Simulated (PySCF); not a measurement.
Species: trifluoroacetaldehyde, C2HF3O.
SMILES with atom numbers: `[O:1]=[CH:2][C:3]([F:4])([F:5])[F:6]` (hydrogens: H7 on C2)

The same species was optimised twice, with GFN2-xTB and with PBE0-D3(BJ)/def2-SVP (PySCF), and the same property calculations (PySCF, gas phase) were run on both structures.

```
     coordinate  GFN2-xTB  PBE0-D3(BJ)/def2-SVP  change
      C2–C3 (Å)     1.551                 1.534  -0.017
      C3–F5 (Å)     1.328                 1.318  -0.010
      C3–F4 (Å)     1.341                 1.333  -0.008
      C3–F6 (Å)     1.341                 1.334  -0.007
      O1=C2 (Å)     1.186                 1.192  +0.006
   C2–C3–F5 (°)     113.4                 112.2    -1.2
   F4–C3–F5 (°)     108.0                 109.2    +1.2
   F5–C3–F6 (°)     108.0                 109.1    +1.1
   C2–C3–F6 (°)     110.1                 109.0    -1.1
   O1–C2–C3 (°)     123.7                 122.7    -1.0
   F4–C3–F6 (°)     107.1                 108.1    +1.0
   C2–C3–F4 (°)     110.1                 109.1    -1.0
O1–C2–C3–F4 (°)       121                   127      +6
```

Rotational constants: A = 5512, B = 2944, C = 2888 MHz (GFN2-xTB) against A = 5518, B = 3011, C = 2957 MHz (PBE0-D3(BJ)/def2-SVP).

On the GFN2-xTB structure: lowest singlet, TDDFT (eV) 4.16 [PBE0/def2-SVPD]; lowest triplet, Tamm–Dancoff (eV) 3.45 [PBE0/def2-SVPD]; isotropic polarisability (au) 30.9 [PBE0/def2-SVPD]; HOMO (eV) -8.95 [PBE0/def2-SVPD]; LUMO (eV) -2.35 [PBE0/def2-SVPD]; dipole (D) 1.77 [PBE0/def2-SVPD]; HOMO (eV) -8.81 [PBE0/pcSseg-1]; LUMO (eV) -2.15 [PBE0/pcSseg-1]; dipole (D) 1.71 [PBE0/pcSseg-1]; GIAO shielding of O1 (ppm) -370.2 [PBE0/pcSseg-1]; GIAO shielding of C2 (ppm) -0.1 [PBE0/pcSseg-1]; GIAO shielding of C3 (ppm) 63.1 [PBE0/pcSseg-1]; GIAO shielding of F4/F5/F6 (mean) (ppm) 269.0 [PBE0/pcSseg-1].

What do these properties become on the PBE0-D3(BJ)/def2-SVP structure?

```tsv
property	level	on GFN2-xTB	on PBE0-D3(BJ)/def2-SVP	change
lowest singlet, TDDFT (eV)	PBE0/def2-SVPD	4.16	4.13	-0.03
lowest triplet, Tamm–Dancoff (eV)	PBE0/def2-SVPD	3.45	3.42	-0.03
isotropic polarisability (au)	PBE0/def2-SVPD	30.9	30.8	-0.1
HOMO (eV)	PBE0/def2-SVPD	-8.95	-8.87	+0.08
LUMO (eV)	PBE0/def2-SVPD	-2.35	-2.29	+0.06
dipole (D)	PBE0/def2-SVPD	1.77	1.76	-0.01
energy, GFN2-xTB geometry as zero (kcal/mol)	PBE0/def2-SVPD	0.0	-0.4	-0.4
HOMO (eV)	PBE0/pcSseg-1	-8.81	-8.73	+0.08
LUMO (eV)	PBE0/pcSseg-1	-2.15	-2.09	+0.06
dipole (D)	PBE0/pcSseg-1	1.71	1.70	-0.01
energy, GFN2-xTB geometry as zero (kcal/mol)	PBE0/pcSseg-1	0.0	-0.3	-0.3
GIAO shielding of O1 (ppm)	PBE0/pcSseg-1	-370.2	-380.9	-10.7
GIAO shielding of C2 (ppm)	PBE0/pcSseg-1	-0.1	-3.0	-2.9
GIAO shielding of C3 (ppm)	PBE0/pcSseg-1	63.1	65.7	+2.6
GIAO shielding of F4/F5/F6 (mean) (ppm)	PBE0/pcSseg-1	269.0	274.9	+5.9
```

The heavy atoms differ by 0.034 Å rms after alignment. Among bonds between heavy atoms C2–C3 changes most (-0.017 Å). Changes are differences of the printed values. Neither structure is proved a minimum here.

Conformer computed: `[O:1]=[CH:2][C:3]([F:4])([F:5])[F:6]`: O1–C2–C3–F4 127°.
